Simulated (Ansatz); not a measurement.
The same path of C$_{2}$H$_{3}$F$_{2}$ (7 atoms, charge 1, multiplicity 1) was run twice with different band settings. The coordinate that changes most is the dihedral F1–C2–C3–F4.

All numbers below come from Ansatz, RKS r2SCAN/def2-SVP.

Relaxed end points:

```xyz
7
Properties=species:S:1:pos:R:3
F -1.363 0.475 -1.065
C -0.331 0.639 -0.382
C 0.271 -0.478 0.302
F -0.359 -1.633 0.134
H 0.071 1.669 -0.343
H 1.346 -0.502 -0.026
H 0.363 -0.171 1.380
```

```xyz
7
Properties=species:S:1:pos:R:3
F 0.084 1.750 -0.356
C -0.391 0.592 -0.413
C 0.269 -0.482 0.301
F -0.346 -1.653 0.149
H -1.309 0.469 -1.022
H 1.340 -0.505 -0.037
H 0.354 -0.170 1.377
```

Common settings: spring 5.0 eV/Å²; optimiser quadratic models (default); start path IDPP; force threshold 0.05 eV/Å; end points relaxed.

| run | movable images | climbing image | iteration limit |
| --- | --- | --- | --- |
| 1 | 7 | yes | 49 |
| 2 | 4 | no | 60 |

Task: What does each run give, and how far can it be trusted?

Result: Run 1: converged after 9 iterations, highest image 0.512 eV above the first end. A vibrational analysis at the climbing image gives one clearly imaginary mode, 298i cm⁻¹: a first-order saddle point.
Run 2: converged after 10 iterations, highest image 0.509 eV above the first end. No image climbed, so the highest image needn't sit at the top of the path.
